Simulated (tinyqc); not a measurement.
Inside a calculation. Method: extended Hueckel theory, for BH3+. The parameters take no account of the charge, which enters only through the electron count. One step of it, computed by the program tinyqc.

Task: Mulliken analysis. P = C n C^T; charge = valence electrons (B 3, H 1) minus the sum of (P S)_ii on the atom; overlap population = 2 sum P_ij S_ij between two atoms.

coefficients:
```
              MO1        MO2        MO3        MO4        MO5        MO6        MO7
1B 2s    0.528646   0.000000  -0.000013   0.022892   0.000000  -0.000468   1.518192
1B 2px   0.000001   0.000000   0.400357   0.000000   0.000000   1.319382   0.000539
1B 2py   0.000000   0.400341   0.000000   0.000000   1.319387   0.000000   0.000000
1B 2pz  -0.000262   0.000000   0.000000   0.999652   0.000000   0.000013  -0.040882
2H 1s    0.280745   0.000000   0.584774  -0.006190   0.000000  -1.028669  -0.803738
3H 1s    0.280724   0.506443  -0.292408  -0.006191  -0.891052   0.514714  -0.803097
4H 1s    0.280724  -0.506443  -0.292408  -0.006191   0.891052   0.514714  -0.803097
```

occupations: 2.000000  2.000000  1.000000  0.000000  0.000000  0.000000  0.000000

overlap S:
```
           1B 2s     1B 2px     1B 2py     1B 2pz      2H 1s      3H 1s      4H 1s
1B 2s   1.000000   0.000000   0.000000   0.000000   0.493156   0.493120   0.493120
1B 2px  0.000000   1.000000   0.000000   0.000000   0.534729  -0.267336  -0.267336
1B 2py  0.000000   0.000000   1.000000   0.000000   0.000000   0.463080  -0.463080
1B 2pz  0.000000   0.000000   0.000000   1.000000  -0.012235  -0.012234  -0.012234
2H 1s   0.493156   0.534729   0.000000  -0.012235   1.000000   0.095154   0.095154
3H 1s   0.493120  -0.267336   0.463080  -0.012234   0.095154   1.000000   0.095132
4H 1s   0.493120  -0.267336  -0.463080  -0.012234   0.095154   0.095132   1.000000
```

Give: charges; Overlap populations.

Result:

charges: 1B 0.9578, 2H 0.2314, 3H -0.0946, 4H -0.0946

Overlap populations:
```
pair      value
2-1    0.543142
3-1    0.730881
3-2   -0.002544
4-1    0.730881
4-2   -0.002544
4-3   -0.051344
```
